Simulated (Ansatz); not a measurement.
What does this script print? It uses Ansatz's Python interface.

`states_co.py`:
```python
import ansatz as az
from ase import Atoms
import numpy as np

BASIS_SET = "def2-SVP"
XC = "hf"


def main() -> None:
    atoms = Atoms(["C", "O"], positions=[
        (0.48158, -0.1556, 0.24809),
        (-0.48158, 0.1556, -0.24809),
    ])
    system = az.Crystal.molecule_from_ase(atoms)
    symbols = [site.symbol for site in system.cartesian_sites]

    start = np.array([site.position_ang for site in system.cartesian_sites])
    for factor in [1.0, 1.5]:
        xyz = (start - start.mean(axis=0)) * factor
        scaled = az.Crystal.molecule()
        for symbol, place in zip(symbols, xyz):
            scaled = scaled.atom(symbol, place.tolist())
        calc = scaled.calculation()
        calc = calc.basis(gaussian=BASIS_SET)
        calc = calc.functional(XC).spin("collinear")
        for search in ("off", "standard"):
            try:
                data = calc.scf(lower_state_search=search).run().report
            except az.AnsatzError as error:
                print(f"x{factor} search {search}: {type(error).__name__}")
                continue
            state = data["mean_field"]["state"]
            print(f"all distances x{factor}, search {search:8s} E = {data['free_energy_ev']:.5f} eV  <S^2> = {abs(state['spin_squared']):.3f}  other states met: {len(data['mean_field']['others'])}")


if __name__ == "__main__":
    main()
```

Output of `python states_co.py`:
```text
all distances x1.0, search off      E = -3065.25454 eV  <S^2> = 0.000  other states met: 0
all distances x1.0, search standard E = -3065.25454 eV  <S^2> = 0.000  other states met: 0
all distances x1.5, search off      E = -3056.65217 eV  <S^2> = 0.000  other states met: 0
all distances x1.5, search standard E = -3058.68596 eV  <S^2> = 1.026  other states met: 15
```

Reading the output:
- Total energies depend on the basis set; only differences at equal settings carry meaning.
- The count of other states can hold repeated and symmetry-equivalent ends of the search; scaling all distances is a test, and for more than two atoms no physical path.
- The expectation value of S² is noticeably off S(S+1) in at least one run, so that state is spin-contaminated.
- Run time: 1 s on 1 thread of Arm Neoverse V2, with other jobs on the host, peak memory 0.14 GiB.

(Lines on the test bed's own set-up are left out of the output.)
